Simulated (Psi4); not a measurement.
**SiNH3 (SMILES [N][SiH3]) at UCCSD(T)/cc-pVTZ**

What is the vertical triplet–singlet gap of SiNH3 at UCCSD(T)/cc-pVTZ? 

Program for the calculation: Psi4 1.11.

4 further runs of the same task are left out: 4 that didn't finish.

### Step 1. The molecule

SiNH3 has 5 atoms, charge 0, and is taken as a triplet. SMILES: `[N][SiH3]`. The coordinates come from a GFN2-xTB relaxation.

Bond lengths: N1–Si2 1.655 Å, Si2–H3 1.476 Å, Si2–H4 1.476 Å, Si2–H5 1.476 Å. Angles: N1–Si2–H3 111.3°, N1–Si2–H4 111.1°, N1–Si2–H5 111.1°, H3–Si2–H4 107.7°, H3–Si2–H5 107.7°, H4–Si2–H5 107.7°.

### Step 2. A single-point energy at UCCSD(T)/cc-pVTZ

File input.in:

```
memory 1600 mb

molecule molecule1 {
  0 3
  N
  Si 1 r2
  H 2 r3 1 a3
  H 2 r4 3 a4 1 d4
  H 2 r5 3 a5 4 d5

  r2 = 1.655222
  r3 = 1.475721
  a3 = 111.26844
  r4 = 1.475928
  a4 = 107.72827
  d4 = 122.03018
  r5 = 1.475871
  a5 = 107.70779
  d5 = 115.92567
  symmetry c1
  no_reorient
  no_com
}

set basis cc-pVTZ
set reference uhf
set puream true
set e_convergence 1e-09
set d_convergence 1e-08
set scf_type pk
set num_frozen_docc 6
set maxiter 200

energy('ccsd(t)')
```

Launch:

```sh
$ psi4 -i input.in -o input.out -n 1
```

input.out:

```text
[...]
  Running in c1 symmetry.
[...]
  Nuclear repulsion =   51.355046571734498
[...]
  Multiplicity = 3
[...]
  Nalpha       = 13
  Nbeta        = 11
[...]
    Number of basis functions: 106
[...]
   @UHF iter   1:  -344.90030576714685   -7.51242e-01   3.68480e-03 ADIIS/DIIS
[...]
   @UHF iter  16:  -345.08927053839432   -1.71099e-11   3.03787e-09 DIIS
[...]
   @S^2 Observed:                2.014333390E+00
[...]
    Orbital Energies [Eh]
    ---------------------
    Alpha Occupied:
       1A    -68.784293     2A    -15.622484     3A     -6.137386
       4A     -4.243799     5A     -4.242997     6A     -4.242995
       7A     -1.183033     8A     -0.714140     9A     -0.587211
      10A     -0.587181    11A     -0.527078    12A     -0.475135
      13A     -0.475018
    Alpha Virtual:
      14A      0.127922    15A      0.175670    16A      0.175875
      17A      0.191751    18A      0.296061    19A      0.296100
      20A      0.315109    21A      0.377593    22A      0.377901
      23A      0.414289    24A      0.422001    25A      0.422037
[...]
  @UHF Final Energy:  -345.08927053839432
   => Energetics <=
    Nuclear Repulsion Energy =             51.3550465717344977
    One-Electron Energy =                -578.7633588787098233
    Two-Electron Energy =                 182.3190417685810303
    Total Energy =                       -345.0892705383942598
  UHF NO Occupations:
  HONO-2 :   11  A 1.9958408
  HONO-1 :   12  A 1.0000000
[...]
 Multipole Moments:
 ------------------------------------------------------------------------------------
     Multipole            Electronic (a.u.)      Nuclear  (a.u.)        Total (a.u.)
 ------------------------------------------------------------------------------------
 L = 1.  Multiply by 2.5417464519 to convert [e a0] to [Debye]
 Dipole X            :          0.0001794           -0.0000802            0.0000992
 Dipole Y            :         -0.0044036            0.0026054           -0.0017982
 Dipole Z            :         -2.3866675            2.8610116            0.4743441
 Magnitude           :                                                    0.4743476
[...]
      * MP2 total energy                      = -345.342798253571630
[...]
      * CCSD total energy                     = -345.382913348808927
[...]
      * CCSD(T) total energy                     = -345.391534485972329
[...]
```

Run time: 91 s. Hardware: 1 thread of Intel Xeon Platinum 8488C (Sapphire Rapids), shared host; peak memory 1.4 GiB.

### Step 3. The singlet, same level

File calc.dat:

```
memory 1600 mb

molecule {
  0 1
  N     -2.90380985     0.63179214     0.90614257
  Si     0.01935080    -0.00442196    -0.00721875
  H      0.12273771    -0.59186222    -2.73139124
  H      1.04898697    -2.19771369     1.37422774
  H      1.71273438     2.16220573     0.45823969
  units au
  symmetry c1
}

set globals {
  puream          true
  e_convergence   1e-09
  d_convergence   1e-08
  scf_type        pk
  num_frozen_docc 6
}

energy_value = energy("ccsd(t)/cc-pVTZ")
```

Launch:

```sh
$ psi4 calc.dat calc.out -n 1
```

calc.out:

```text
[...]
  Running in c1 symmetry.
[...]
  Nuclear repulsion =   51.355040895474829
[...]
  Multiplicity = 1
[...]
  Nalpha       = 12
  Nbeta        = 12
[...]
    Number of basis functions: 106
[...]
   @RHF iter   1:  -344.83193730515973   -6.82873e-01   3.58574e-03 ADIIS/DIIS
[...]
   @RHF iter  39:  -344.99344333148173   -1.87583e-12   3.69798e-09 DIIS
[...]
    Orbital Energies [Eh]
    ---------------------
    Doubly Occupied:
       1A    -68.786842     2A    -15.626921     3A     -6.139560
       4A     -4.246500     5A     -4.245853     6A     -4.244417
       7A     -1.070203     8A     -0.701622     9A     -0.528065
      10A     -0.508798    11A     -0.507806    12A     -0.423390
[...]
  @RHF Final Energy:  -344.99344333148173
   => Energetics <=
    Nuclear Repulsion Energy =             51.3550408954748292
    One-Electron Energy =                -578.6370151870188465
    Two-Electron Energy =                 182.2885309600622463
    Total Energy =                       -344.9934433314817284
[...]
 Multipole Moments:
 ------------------------------------------------------------------------------------
     Multipole            Electronic (a.u.)      Nuclear  (a.u.)        Total (a.u.)
 ------------------------------------------------------------------------------------
 L = 1.  Multiply by 2.5417464519 to convert [e a0] to [Debye]
 Dipole X            :         -2.1970790            2.6745596            0.4774806
 Dipole Y            :          0.4785631           -0.5816206           -0.1030576
 Dipole Z            :          0.7871963           -0.8329727           -0.0457764
 Magnitude           :                                                    0.4906160
[...]
      * MP2 total energy                      = -345.269383585406956
[...]
      * CCSD total energy                     = -345.317544573091538
[...]
      * CCSD(T) total energy                  = -345.330322303505284
[...]
```

It took 53 s on 1 thread of Intel Xeon Platinum 8488C (Sapphire Rapids), shared host; peak memory 1.4 GiB.

### Step 4. Summary of results

At UCCSD(T)/cc-pVTZ, 6 core orbitals frozen:

| quantity | value |
| --- | --- |
| triplet: total energy | -345.39153 Eh |
| triplet: HOMO energy (Hartree–Fock orbitals) (highest over α and β) | -12.59 eV |
| triplet: LUMO energy (Hartree–Fock orbitals) (lowest over α and β) | 1.76 eV |
| triplet: correlation energy (6 core orbitals frozen) | -302.3 mEh |
| triplet: (T) correction | -8.62 mEh |
| triplet: ⟨S²⟩ of the reference determinant | 2.014 |
| triplet: T1 diagnostic | 0.026 |
| singlet: total energy | -345.33032 Eh |
| singlet: HOMO energy (Hartree–Fock orbitals) | -11.52 eV |
| singlet: LUMO energy (Hartree–Fock orbitals) | -0.31 eV |
| singlet: HOMO–LUMO gap (Hartree–Fock orbitals) | 11.21 eV |
| singlet: correlation energy (6 core orbitals frozen) | -336.9 mEh |
| singlet: (T) correction | -12.78 mEh |
| singlet: T1 diagnostic | 0.024 |
| vertical energy of the singlet above the triplet | 1.666 eV |

What this shows: At this shape the singlet lies 1.67 eV (38 kcal/mol) above the triplet. The triples (triplet) make up 2.9 % of the correlation energy. The T1 diagnostic (singlet) of 0.024 is above the customary mark for such species, so a single reference may not serve. The triples (singlet) make up 3.8 % of the correlation energy.
